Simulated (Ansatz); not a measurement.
# Sr₂CrO₄: computed properties

These are results of DFT PBEsol, scalar-relativistic, plane waves, PAW in Ansatz, not measurements.

Cutoff 420 eV; k points 14×14×14 on the computed 7-atom cell (Γ-centred); Gaussian smearing, width 0.10 eV; collinear spin from starting moments 0 0 1.61 0 0 0 0 μB.

The structure is relaxed at this level of theory with its symmetry kept. Whether it is the stable form of this composition wasn't checked.

```cif
data_structure
_symmetry_space_group_name_H-M 'P 1'
_symmetry_Int_Tables_number 1
_cell_length_a 6.7995
_cell_length_b 6.7995
_cell_length_c 6.7995
_cell_angle_alpha 147.980
_cell_angle_beta 147.980
_cell_angle_gamma 45.915
_cell_volume 88.07
loop_
_atom_site_label
_atom_site_type_symbol
_atom_site_fract_x
_atom_site_fract_y
_atom_site_fract_z
_atom_site_occupancy
Sr1 Sr 0.64561 0.64561 0.00000 1
Sr2 Sr 0.35439 0.35439 0.00000 1
Cr1 Cr 0.00000 0.00000 0.00000 1
O1 O 0.84296 0.84296 0.00000 1
O2 O 0.15704 0.15704 0.00000 1
O3 O 0.50000 0.00000 0.50000 1
O4 O 0.00000 0.50000 0.50000 1
```

**Question.** Formation energy from the elements' standard states (uncorrected)?

**Answer.** -2.626 eV/atom.

**Question.** Density of states at the Fermi level?

**Answer.** 2.55 states/eV per cell.

**Question.** Löwdin character within 0.5 eV of the Fermi level?

**Answer.** Cr 3d 63 %, O 2p 31 %.

**Question.** Bader charges (e)?

**Answer.** Sr (2 in the cell) 1.53, Cr (1 in the cell) 1.91, O (2 in the cell) -1.31, O (2 in the cell) -1.17.

**Question.** Total moment?

**Answer.** 1.93 μB per cell.

**Question.** Site moments (μB; atoms counted from 1 over the whole cell)?

**Answer.** Cr (atom 3) 1.46, O (atom 4) 0.04, O (atom 5) 0.04.

The cell holds one magnetic atom, so it can only be ferromagnetic; an antiferromagnetic order may lie lower.

Only this magnetic start was tried.